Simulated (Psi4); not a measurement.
**SVWN5/cc-pVTZ run of C2HF (fluoroacetylene)**

Aim: the vertical ionisation energy of C2HF (fluoroacetylene) at SVWN5/cc-pVTZ, from 2 runs. 

The results are computed with Psi4 1.11.

3 further runs of the same task are left out: 3 set aside as unsound or not needed.

### Step 1. The molecule

The species is C2HF (4 atoms), meant as a singlet with charge 0. As SMILES, `C#CF`. The coordinates come from a PBE0-D4/def2-TZVP relaxation.

Bond lengths: C1–C2 1.192 Å, C2–F3 1.270 Å, C1–H4 1.063 Å. Angles: C1–C2–F3 180.0°, C2–C1–H4 180.0°.

### Step 2. The energy at SVWN5/cc-pVTZ

calc.inp reads:

```
memory 2.2 GB

molecule mol {
  0 1
  C     -0.361030     0.453110    -0.290220
  C      0.303270    -0.380840     0.243810
  F      1.010600    -1.269010     0.812300
  H     -0.952830     1.196740    -0.765890
  units angstrom
  symmetry c1
}

set {
  basis cc-pVTZ
  reference rks
  puream true
  e_convergence 1e-09
  d_convergence 1e-08
  scf_type pk
  dft_radial_points 99
  dft_spherical_points 590
}

energy_value, wavefunction = energy('scf', dft_functional={"name": "SVWN5", "x_functionals": {"LDA_X": {}}, "c_functionals": {"LDA_C_VWN": {}}}, return_wfn=True)
oeprop(wavefunction, 'QUADRUPOLE', 'WIBERG_LOWDIN_INDICES', 'MAYER_INDICES')
```

Run with:

```console
$ psi4 -i calc.inp -o calc.out -n 1
```

calc.out:

```text
[...]
  Running in c1 symmetry.
[...]
  Nuclear repulsion =   55.832094169203366
[...]
  Multiplicity = 1
[...]
  Nalpha       = 11
  Nbeta        = 11
[...]
    Number of basis functions: 104
[...]
   @RKS iter   1:  -174.91967914015555    6.80996e-03   8.40863e-03 ADIIS/DIIS
[...]
   @RKS iter  12:  -175.27449636237370   -4.83169e-13   4.84344e-10 DIIS
[...]
    Orbital Energies [Eh]
    ---------------------
    Doubly Occupied:
       1A    -24.181886     2A     -9.876727     3A     -9.795262
       4A     -1.203508     5A     -0.696011     6A     -0.587479
       7A     -0.478597     8A     -0.473692     9A     -0.473692
      10A     -0.261597    11A     -0.261597
[...]
  @RKS Final Energy:  -175.27449636237370
   => Energetics <=
    Nuclear Repulsion Energy =             55.8320941692033657
    One-Electron Energy =                -351.8517302487819052
    Two-Electron Energy =                 140.9361617408627012
    DFT Exchange-Correlation Energy =     -20.1910220236578439
    Empirical Dispersion Energy =           0.0000000000000000
    VV10 Nonlocal Energy =                  0.0000000000000000
    Total Energy =                       -175.2744963623736965
[...]
 Multipole Moments:
 ------------------------------------------------------------------------------------
     Multipole            Electronic (a.u.)      Nuclear  (a.u.)        Total (a.u.)
 ------------------------------------------------------------------------------------
 L = 1.  Multiply by 2.5417464519 to convert [e a0] to [Debye]
 Dipole X            :          1.7525861           -1.8442565           -0.0916704
 Dipole Y            :         -2.2007276            2.3160865            0.1153588
 Dipole Z            :          1.4087305           -1.4823992           -0.0736687
 Magnitude           :                                                    0.1647368
 L = 2.  Multiply by 1.3450342976 to convert [e a0^2] to [Debye ang]
 Quadrupole XX       :        -42.8293592           31.1191725          -11.7101867
 Quadrupole XY       :         37.8329435          -39.0739901           -1.2410466
[...]
```

Wall time 16 s (1 thread of Intel Xeon at 2.50GHz (Skylake/Cascade Lake), shared host); peak memory 0.61 GiB.

### Step 3. The doublet cation: energy and gradient at USVWN5/cc-pVTZ

calc.in reads:

```
memory 2200 MB

molecule m {
  1 2
  C     -0.361030     0.453110    -0.290220
  C      0.303270    -0.380840     0.243810
  F      1.010600    -1.269010     0.812300
  H     -0.952830     1.196740    -0.765890
  symmetry c1
}

set {
  basis cc-pVTZ
  reference uks
  puream true
  e_convergence 1e-09
  d_convergence 1e-08
  scf_type pk
  dft_radial_points 99
  dft_spherical_points 590
  maxiter 100
}

energy_value, wavefunction = gradient('scf', dft_functional={"name": "SVWN5", "x_functionals": {"LDA_X": {}}, "c_functionals": {"LDA_C_VWN": {}}}, return_wfn=True)
print_variables()
```

Run with:

```console
$ psi4 -n 1 calc.in calc.out
```

calc.out:

```text
[...]
  Running in c1 symmetry.
[...]
  Nuclear repulsion =   55.832094169203366
[...]
  Multiplicity = 2
[...]
  Nalpha       = 11
  Nbeta        = 10
[...]
    Number of basis functions: 104
[...]
   @UKS iter   1:  -174.51658873516823    4.09900e-01   8.37247e-03 DIIS/ADIIS
[...]
   @UKS iter  12:  -174.85342900470098   -6.11067e-12   2.66693e-09 DIIS
[...]
   @S^2 Observed:                7.510279294E-01
[...]
    Orbital Energies [Eh]
    ---------------------
    Alpha Occupied:
       1A    -24.516516     2A    -10.255112     3A    -10.180091
       4A     -1.522019     5A     -1.074469     6A     -0.901219
       7A     -0.801776     8A     -0.797814     9A     -0.780970
      10A     -0.628569    11A     -0.599587
    Alpha Virtual:
      12A     -0.333314    13A     -0.309210    14A     -0.293102
      15A     -0.170161    16A     -0.085429    17A     -0.016261
      18A     -0.004275    19A      0.003358    20A      0.084091
      21A      0.093806    22A      0.151667    23A      0.207552
      24A      0.207588    25A      0.219077    26A      0.350088
[...]
  @UKS Final Energy:  -174.85342900470098
   => Energetics <=
    Nuclear Repulsion Energy =             55.8320941692033657
    One-Electron Energy =                -344.4689385607053396
    Two-Electron Energy =                 133.6194716057605660
    DFT Exchange-Correlation Energy =     -19.8360562189595626
    Empirical Dispersion Energy =           0.0000000000000000
    VV10 Nonlocal Energy =                  0.0000000000000000
    Total Energy =                       -174.8534290047009847
[...]
 Multipole Moments:
 ------------------------------------------------------------------------------------
     Multipole            Electronic (a.u.)      Nuclear  (a.u.)        Total (a.u.)
 ------------------------------------------------------------------------------------
 L = 1.  Multiply by 2.5417464519 to convert [e a0] to [Debye]
 Dipole X            :          1.0719952           -1.8442565           -0.7722613
 Dipole Y            :         -1.3462851            2.3160865            0.9698014
 Dipole Z            :          0.8616678           -1.4823992           -0.6207313
 Magnitude           :                                                    1.3864377
[...]
  -Total Gradient:
     Atom            X                  Y                   Z
    ------   -----------------  -----------------  -----------------
       1        0.044066779280    -0.055345161730     0.035421242394
       2       -0.091528517243     0.114935248444    -0.073564769514
       3        0.036341294628    -0.045635070227     0.029204395836
       4        0.011119642842    -0.013954011010     0.008938489090
[...]
```

Wall time 45 s (1 thread of Intel Xeon at 2.50GHz (Skylake/Cascade Lake), shared host); peak memory 0.61 GiB.

### Step 4. Results

At SVWN5/cc-pVTZ:

| quantity | value |
| --- | --- |
| singlet C2HF: total energy | -175.27450 Eh |
| singlet C2HF: dipole moment | 0.42 D |
| singlet C2HF: HOMO energy | -7.12 eV |
| singlet C2HF: LUMO energy | 0.28 eV |
| singlet C2HF: HOMO–LUMO gap | 7.39 eV |
| doublet cation: total energy | -174.85343 Eh |
| doublet cation: HOMO energy (highest over α and β) | -15.93 eV |
| doublet cation: LUMO energy (lowest over α and β) | -15.84 eV |
| doublet cation: ⟨S²⟩ | 0.751 |
| doublet cation: largest force on an atom | 8.449 eV/Å |
| vertical ionisation energy (to the doublet cation) | 11.458 eV |

What this shows: The vertical ionisation energy comes to 11.46 eV (1106 kJ/mol). The negative HOMO energy of the first species, 7.12 eV, lies 4.34 eV below that difference.
